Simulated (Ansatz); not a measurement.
**HOCN (cyanic acid): CCSDT/STO-3G**

What is the vertical singlet–triplet gap of HOCN (cyanic acid) at CCSDT/STO-3G? 

The results are computed with Ansatz 0.2.0.

71 further runs of the same task are left out: 2 that didn't finish, 69 set aside as unsound or not needed.

## (1) The molecule

HOCN: 4 atoms, total charge 0, spin state singlet. SMILES: `N#CO`. Geometry: relaxed at PBE0-D4/def2-TZVP.

Bond lengths: N1–C2 1.153 Å, C2–O3 1.290 Å, O3–H4 0.966 Å. Angles: N1–C2–O3 176.9°, C2–O3–H4 110.5°.

## (2) The energy at CCSDT/STO-3G

Contents of run.yaml:

```yaml
crystal:
  periodic: [false, false, false]
  atoms:
    - {symbol: N, position_ang: [-1.343020, -0.163260, 0.884430]}
    - {symbol: C, position_ang: [-0.431900, 0.072570, 0.218870]}
    - {symbol: O, position_ang: [0.558270, 0.398850, -0.541130]}
    - {symbol: H, position_ang: [1.216640, -0.308160, -0.562170]}
basis:
  gaussian:
    orbitals: STO-3G
correlation:
  method: ccsdt
  frozen_orbitals: {C: 1, H: 0, "N": 1, O: 1}
accuracy: high
scf:
  omitted_lower_state_checks: [cluster_reference, increment]
```

The run is started by

```console
$ ansatz run run.yaml --threads 1 --pin off --max-ram 3480MiB --events-out events.jsonl --progress --plain --runs-dir runs
```

Log:

```text
Warning: RAYON_NUM_THREADS=1 ignored (pool sized by the plan → 1); use --threads N
Functional definition: HF
  name "HF"
  exchange = exact_x
  correlation = 0
these checks for a lower state are left out or cut short: cluster_reference, increment
274 factors; integrals over basis functions are off by at most 3.1e-8 eV
mean field evaluation 1: about -4499.3359 eV, gradient 3.8e1 eV
mean field evaluation 2: about -4499.3909 eV, gradient 3.8e1 eV
mean field evaluation 4: about -4503.6189 eV, gradient 2.6e0 eV
mean field evaluation 8: about -4503.6639 eV, gradient 3.3e-2 eV
mean field -4503.65889904 eV, -165.5064118502 hartree, gradient 2.3e-8 eV, S^2 0.000000; 0 other end points of the search recorded, 0 dependent functions left out
3 core orbitals not correlated: weight in the atoms' cores, before any rotation towards them, 1.000 or more for the frozen orbitals, at most 0.000 for the correlated occupied ones
reference -4503.65889904 eV, -165.5064118502 hartree; 8, 8 occupied and 5, 5 virtual orbitals, 274 factors
second order -4.99654012 eV of doubles, -0.00000000 eV of singles
cycle   1  -5.05691498 eV  change   -6.0e-2 eV  update   7.7e-2
cycle   2  -5.30802589 eV  change   -2.5e-1 eV  update   3.7e-2
cycle   3  -5.46135096 eV  change   -1.5e-1 eV  update   1.9e-2
cycle   4  -5.47162720 eV  change   -1.0e-2 eV  update   7.1e-3
cycle   5  -5.47049955 eV  change    1.1e-3 eV  update   2.7e-3
cycle   6  -5.47375141 eV  change   -3.3e-3 eV  update   8.9e-4
cycle   7  -5.47447825 eV  change   -7.3e-4 eV  update   3.1e-4
cycle   8  -5.47424936 eV  change    2.3e-4 eV  update   1.1e-4
cycle   9  -5.47422830 eV  change    2.1e-5 eV  update   3.9e-5
cycle  10  -5.47425617 eV  change   -2.8e-5 eV  update   1.3e-5
cycle  11  -5.47423929 eV  change    1.7e-5 eV  update   3.7e-6
cycle  12  -5.47424104 eV  change   -1.8e-6 eV  update   1.6e-6
cycle  13  -5.47424002 eV  change    1.0e-6 eV  update   7.7e-7
cycle  14  -5.47423944 eV  change    5.9e-7 eV  update   2.3e-7
cycle  15  -5.47423957 eV  change   -1.3e-7 eV  update   1.1e-7
cycle  16  -5.47423976 eV  change   -2.0e-7 eV  update   4.4e-8
cycle  17  -5.47423969 eV  change    7.3e-8 eV  update   2.5e-8
cycle  18  -5.47423954 eV  change    1.5e-7 eV  update   9.4e-8
cycle  19  -5.47423950 eV  change    4.1e-8 eV  update   3.8e-8
cycle  20  -5.47423947 eV  change    2.5e-8 eV  update   1.4e-8
cycle  21  -5.47423947 eV  change    8.0e-9 eV  update   5.2e-9
cycle  22  -5.47423946 eV  change    2.5e-9 eV  update   1.9e-9
cycle  23  -5.47423946 eV  change   6.7e-10 eV  update  6.6e-10
Total energy: -4509.13313851 eV, -165.7075864399 hartree
Checks for a lower state left out: cluster_reference, increment
```

Wall time 0.22 s (1 thread of Intel Xeon 6975P-C (Granite Rapids), shared host).

## (3) The triplet

run.yaml: that of step 2 with these lines changed.

```diff
@@ -3,3 +3,3 @@
   atoms:
-    - {symbol: N, position_ang: [-1.343020, -0.163260, 0.884430]}
+    - {symbol: "N", position_ang: [-1.343020, -0.163260, 0.884430]}
     - {symbol: C, position_ang: [-0.431900, 0.072570, 0.218870]}
@@ -10,2 +10,5 @@
     orbitals: STO-3G
+magnetization:
+  spin_polarized: true
+  initial_magnetization: 2
 correlation:
```

The run is started by

```console
$ ansatz run run.yaml --threads 1 --pin off --max-ram 3480MiB --events-out events.jsonl --progress --plain --runs-dir runs
```

Log:

```text
Warning: RAYON_NUM_THREADS=1 ignored (pool sized by the plan → 1); use --threads N
Functional definition: HF
  name "HF"
  exchange = exact_x
  correlation = 0
these checks for a lower state are left out or cut short: cluster_reference, increment
274 factors; integrals over basis functions are off by at most 3.1e-8 eV
mean field evaluation 1: about -4492.8187 eV, gradient 2.1e1 eV
mean field evaluation 2: about -4492.9317 eV, gradient 2.1e1 eV
mean field evaluation 4: about -4496.3840 eV, gradient 2.7e0 eV
mean field evaluation 8: about -4496.6508 eV, gradient 7.6e-2 eV
mean field evaluation 16: about -4496.6491 eV, gradient 4.0e-3 eV
mean field evaluation 32: about -4497.1644 eV, gradient 2.2e-6 eV
mean field evaluation 64: about -4497.1644 eV, gradient 7.5e-5 eV
mean field evaluation 96: about -4497.1644 eV, gradient 4.5e-3 eV
mean field evaluation 128: about -4496.5228 eV, gradient 7.5e-2 eV
mean field evaluation 160: about -4497.1668 eV, gradient 7.4e-2 eV
mean field -4497.16435337 eV, -165.2677416990 hartree, gradient 3.7e-8 eV, S^2 2.010503; 10 other end points of the search recorded, 0 dependent functions left out
3 core orbitals not correlated: weight in the atoms' cores, before any rotation towards them, 1.000 or more for the frozen orbitals, at most 0.000 for the correlated occupied ones
reference -4497.16435337 eV, -165.2677416990 hartree; 9, 7 occupied and 4, 6 virtual orbitals, 274 factors
second order -2.86998196 eV of doubles, -0.00000000 eV of singles
cycle   1  -3.38104430 eV  change   -5.1e-1 eV  update   8.4e-2
cycle   2  -3.68245974 eV  change   -3.0e-1 eV  update   4.5e-2
cycle   3  -3.86647478 eV  change   -1.8e-1 eV  update   3.6e-2
cycle   4  -3.93829728 eV  change   -7.2e-2 eV  update   2.6e-2
cycle   5  -3.98503126 eV  change   -4.7e-2 eV  update   2.3e-2
cycle   6  -4.03514601 eV  change   -5.0e-2 eV  update   2.1e-2
cycle   7  -4.08452026 eV  change   -4.9e-2 eV  update   2.0e-2
cycle   8  -4.13536155 eV  change   -5.1e-2 eV  update   1.9e-2
cycle   9  -4.14793458 eV  change   -1.3e-2 eV  update   1.8e-2
cycle  10  -4.20766277 eV  change   -6.0e-2 eV  update   1.8e-2
cycle  11  -4.42407259 eV  change   -2.2e-1 eV  update   1.7e-2
cycle  12  -4.46146561 eV  change   -3.7e-2 eV  update   1.0e-2
cycle  13  -4.42888197 eV  change    3.3e-2 eV  update   7.8e-3
cycle  14  -4.50150629 eV  change   -7.3e-2 eV  update   7.9e-3
cycle  15  -4.50943710 eV  change   -7.9e-3 eV  update   4.0e-3
cycle  16  -4.51699228 eV  change   -7.6e-3 eV  update   2.8e-3
cycle  17  -4.52403781 eV  change   -7.0e-3 eV  update   1.8e-3
cycle  18  -4.52930079 eV  change   -5.3e-3 eV  update   1.3e-3
cycle  19  -4.52588696 eV  change    3.4e-3 eV  update   9.6e-4
cycle  20  -4.52579773 eV  change    8.9e-5 eV  update   4.4e-4
cycle  21  -4.52617696 eV  change   -3.8e-4 eV  update   3.2e-4
cycle  22  -4.52493422 eV  change    1.2e-3 eV  update   2.4e-4
cycle  23  -4.52492053 eV  change    1.4e-5 eV  update   1.5e-4
cycle  24  -4.52489530 eV  change    2.5e-5 eV  update   9.7e-5
cycle  25  -4.52503020 eV  change   -1.3e-4 eV  update   6.9e-5
cycle  26  -4.52514713 eV  change   -1.2e-4 eV  update   4.5e-5
cycle  27  -4.52517378 eV  change   -2.7e-5 eV  update   3.0e-5
cycle  28  -4.52518569 eV  change   -1.2e-5 eV  update   2.2e-5
cycle  29  -4.52516686 eV  change    1.9e-5 eV  update   1.6e-5
cycle  30  -4.52515819 eV  change    8.7e-6 eV  update   9.6e-6
cycle  31  -4.52515696 eV  change    1.2e-6 eV  update   6.4e-6
cycle  32  -4.52515902 eV  change   -2.1e-6 eV  update   4.4e-6
cycle  33  -4.52515856 eV  change    4.6e-7 eV  update   3.2e-6
cycle  34  -4.52515765 eV  change    9.1e-7 eV  update   2.1e-6
cycle  35  -4.52515219 eV  change    5.5e-6 eV  update   1.6e-6
cycle  36  -4.52514620 eV  change    6.0e-6 eV  update   1.2e-6
cycle  37  -4.52514195 eV  change    4.3e-6 eV  update   7.4e-7
cycle  38  -4.52514081 eV  change    1.1e-6 eV  update   5.2e-7
cycle  39  -4.52514052 eV  change    2.9e-7 eV  update   4.1e-7
cycle  40  -4.52514080 eV  change   -2.8e-7 eV  update   2.9e-7
cycle  41  -4.52514101 eV  change   -2.1e-7 eV  update   2.0e-7
cycle  42  -4.52514104 eV  change   -2.9e-8 eV  update   1.4e-7
cycle  43  -4.52514101 eV  change    2.5e-8 eV  update   1.0e-7
cycle  44  -4.52514085 eV  change    1.6e-7 eV  update   8.2e-8
cycle  45  -4.52514091 eV  change   -6.0e-8 eV  update   5.7e-8
cycle  46  -4.52514096 eV  change   -4.5e-8 eV  update   4.1e-8
cycle  47  -4.52514104 eV  change   -8.5e-8 eV  update   3.1e-8
cycle  48  -4.52514106 eV  change   -1.6e-8 eV  update   2.3e-8
cycle  49  -4.52514103 eV  change    2.9e-8 eV  update   1.7e-8
cycle  50  -4.52514099 eV  change    4.3e-8 eV  update   1.3e-8
cycle  51  -4.52514094 eV  change    4.4e-8 eV  update   9.9e-9
cycle  52  -4.52514092 eV  change    1.8e-8 eV  update   6.7e-9
cycle  53  -4.52514092 eV  change    4.4e-9 eV  update   4.8e-9
cycle  54  -4.52514091 eV  change    4.6e-9 eV  update   3.6e-9
cycle  55  -4.52514091 eV  change    3.0e-9 eV  update   2.5e-9
cycle  56  -4.52514091 eV  change    2.3e-9 eV  update   1.7e-9
cycle  57  -4.52514091 eV  change    1.6e-9 eV  update   1.2e-9
WARN: these amplitudes may be one of several solutions (largest doubles amplitude 1.04, level shift 0.00 eV)
Total energy: -4501.68949428 eV, -165.4340375601 hartree
Checks for a lower state left out: cluster_reference, increment
```

Run time: 1.1 s. Hardware: 1 thread of Intel Xeon 6975P-C (Granite Rapids), shared host.

## (4) What came out

At CCSDT/STO-3G, 3 core orbitals frozen:

```
                                            quantity          value
                               singlet: total energy  -165.70759 Eh
singlet: correlation energy (3 core orbitals frozen)     -201.2 mEh
                              singlet: T1 diagnostic          0.010
                               triplet: total energy  -165.43404 Eh
triplet: correlation energy (3 core orbitals frozen)     -166.3 mEh
          triplet: ⟨S²⟩ of the reference determinant          2.011
                              triplet: T1 diagnostic          0.064
    vertical energy of the triplet above the singlet       7.444 eV
```

In words: At this shape the triplet lies 7.44 eV (718 kJ/mol) above the singlet. In a minimal basis such a difference can be off by several eV, whatever the method. The T1 diagnostic (triplet) of 0.064 is above the customary mark for such species, so a single reference may not serve.
